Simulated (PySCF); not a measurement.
## NMR problem set

Computational details: GFN2-xTB structure, σ from GIAO-PBE0/pcSseg-1, J couplings at B3LYP/pcJ-1 (spin–dipole term left out of most H,H and C,H couplings), in PySCF 2.14.0 with density-fitted response routines (no solvent, equivalent nuclei averaged, non-relativistic, one conformer).

Scale: TMS for $^{1}$H (31.72 ppm), $^{13}$C (186.93 ppm) (reference shieldings calculated alike). Multiplet labels drop J under 1 Hz and among equivalent protons, and merge close values. Unscaled 3J(H,H) run several per cent high. Shifts are as computed. Against solution values, carbons near 30 ppm lie about +3 ppm off and those near 130 ppm about +5 ppm. Of 1211 compounds with measured shifts, 218 miss one by over three times the rms of a fit or turn the order of signals round; such compounds aren't used in these exercises. OH and NH positions are gas-phase values without hydrogen bonding to other molecules.

Q: C5H8. $^{1}$H NMR (400 MHz, computed): δ 5.26 (quint, J = 8.4 Hz, 1H), 4.86 (dt, J = 8.2, 3.0 Hz, 2H), 2.13 (dqt, J = 8.7, 7.9, 3.0 Hz, 2H), 1.11 (t, J = 7.9 Hz, 3H). $^{13}$C{$^{1}$H} NMR (computed): δ 220.2 (C), 97.9 (CH), 77.5 (CH2), 29.2 (CH2), 18.0 (CH3). Give a structure.

A: `C=C=CCC`. Rings plus π bonds: 2 (no ring in the answer). 5 carbon signals for 5 carbons: no two carbons are equivalent. Carbon types of the structure: 1 × C, 1 × CH, 2 × CH2, 1 × CH3, which accounts for all hydrogens. δC 220.2: central carbon of an allene; the central sp carbon of an allene is among the most deshielded carbons of hydrocarbons. δC 97.9, 77.5: terminal carbon of a cumulated C=C=C unit. δC 18.0: methyl carbon; a saturated carbon with 1 carbon neighbour and no heteroatom attached. δH 5.26, 4.86: hydrogen on a terminal carbon of a cumulated C=C=C unit; attached to an sp2 carbon and in the plane of the double bond. The protons at 5.26 and 2.13 share a coupling of 8.7 Hz (vicinal). The protons at 2.13 and 1.11 share a coupling of 7.9 Hz (vicinal).

The shifts were computed for this structure.

Q: C2H2N2. $^{1}$H NMR (400 MHz, computed): δ 13.41 (br s, 1H), 7.83 (s, 1H). $^{13}$C{$^{1}$H} NMR (computed): δ 150.0 (CH), 120.5 (C). Identify the compound.

A: C-Cyanomethanimine (N#C/C=N/[H]). Rings plus π bonds: 3 (no ring in the answer). 2 carbon signals for 2 carbons: no two carbons are equivalent. Carbon types of the structure: 1 × C, 1 × CH, leaving 1 H on heteroatoms. δC 150.0: C=N carbon. δC 120.5: nitrile carbon; this is the usual window of a C≡N carbon, which has no attached hydrogen. δH 13.41: hydrogen on an imine nitrogen; labile proton, position sensitive to the medium. δH 7.83: hydrogen on a C=N carbon.
